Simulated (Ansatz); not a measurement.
# Several solutions for triplet Si₂

```xyz
2

Si    0.0000    0.0000    0.0000
Si    0.0000    0.0000    2.7000
```

Basis set: def2-SVP (spherical functions). Charge 0, multiplicity 3.

UHF was run from several starts with Ansatz (development build ahead of 0.2.0).

| run | program | start | converged | energy (hartree) | <S²> |
| --- | --- | --- | --- | --- | --- |
| A | Ansatz | search for the lowest state | yes | -577.53595 | 2.34 |
| B | Ansatz | stability test followed | yes | -577.53595 | 2.34 |
| C | Ansatz | atomic start, no search | yes | -577.52534 | 2.01 |

**Question.** Which runs reached the lowest solution of this kind, and what is wrong with the others?

**Answer.** A, B reached the lowest solution found. Converged but too high: C by 0.29 eV. Convergence only shows a stationary point, and even a stable one can lie too high; stability tests and further starts are what find lower ones. Caution: the unrestricted determinant is spin contaminated.
